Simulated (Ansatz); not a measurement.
A nudged elastic band was laid between two geometries of C₄H₁₀O₂ (16 atoms, charge 0, multiplicity 1).

Theory: RKS PBE/cc-pVDZ in Ansatz.

```json
{
 "movable images": "5",
 "climbing image": "yes",
 "spring": "5.0 eV/Å²",
 "optimiser": "quadratic models (default)",
 "start path": "through a guess of the saddle point",
 "force threshold": "0.05 eV/Å",
 "iteration limit": "60",
 "end points": "relaxed"
}
```

Image 0:

```xyz
16
Properties=species:S:1:pos:R:3
C -1.257 -1.375 1.300
O -0.373 -1.492 0.189
C 0.322 -0.307 -0.086
C 1.330 -0.616 -1.182
O -0.628 0.681 -0.507
C -0.202 2.012 -0.275
H -1.731 -2.365 1.436
H -0.705 -1.106 2.233
H -2.041 -0.609 1.120
H 0.831 0.076 0.843
H 2.055 -1.380 -0.840
H 0.791 -1.001 -2.069
H 1.889 0.296 -1.469
H 0.057 2.190 0.797
H -1.044 2.674 -0.553
H 0.684 2.298 -0.893
```

Image 6:

```xyz
16
Properties=species:S:1:pos:R:3
C -1.305 -1.243 1.215
O -0.524 -1.080 0.034
C 0.609 -0.251 0.240
C 1.500 -0.410 -0.986
O 0.248 1.095 0.540
C -0.435 1.776 -0.513
H -2.176 -1.868 0.941
H -0.726 -1.760 2.017
H -1.659 -0.267 1.614
H 1.148 -0.567 1.165
H 1.873 -1.451 -1.043
H 0.935 -0.202 -1.916
H 2.363 0.279 -0.923
H 0.252 2.084 -1.334
H -0.873 2.688 -0.063
H -1.252 1.155 -0.942
```

(1) What changes between the two ends?

(2) Give the energies along the band, and the barrier.

(3) What is the geometry of the highest image?

(4) What are the harmonic wavenumbers there?

Results:

(1) No bond is made or broken. The dihedral C4–C3–O5–C6 goes from -87 to 58°.

(2) The forces met the threshold. The highest image is number 3 of 0 to 6, 0.175 eV above the first end and 0.218 eV above the last; the last end lies 0.043 eV below the first. A vibrational analysis at the climbing image gives one clearly imaginary mode, 129i cm⁻¹: a first-order saddle point.

```
image  path coordinate (Å)  energy (eV)  dihedral C4–C3–O5–C6 (°)
    0                 0.00        0.000                       -87
    1                 0.89        0.022                       -71
    2                 1.78        0.100                       -48
    3                 2.67        0.175                       -13
    4                 3.50        0.103                        22
    5                 4.32       -0.003                        44
    6                 5.14       -0.043                        58
```

(3) 
```xyz
16
Properties=species:S:1:pos:R:3
C -1.346 -1.546 1.242
O -0.466 -1.402 0.132
C 0.360 -0.262 0.225
C 1.359 -0.364 -0.918
O -0.474 0.906 0.242
C -0.156 1.996 -0.605
H -1.898 -2.492 1.091
H -0.782 -1.605 2.204
H -2.066 -0.702 1.307
H 0.891 -0.278 1.214
H 1.939 -1.298 -0.790
H 0.830 -0.419 -1.889
H 2.065 0.487 -0.929
H 0.829 2.463 -0.364
H -0.943 2.756 -0.430
H -0.164 1.736 -1.688
```

(4) 129i, 123, 184, 213, 246, 264, 318, 410, 503, 543, 785, 844, 1007, 1046, 1078, 1111, 1114, 1121, 1132, 1169, 1176, 1310, 1321, 1356, 1393, 1396, 1396, 1405, 1416, 1425, 1433, 1434, 2833, 2904, 2908, 2968, 2993, 2997, 3047, 3067, 3083, 3089 cm⁻¹.

Run time: 2.3 min on 2 threads of Arm Neoverse V1, on a shared host, peak memory 0.18 GiB.
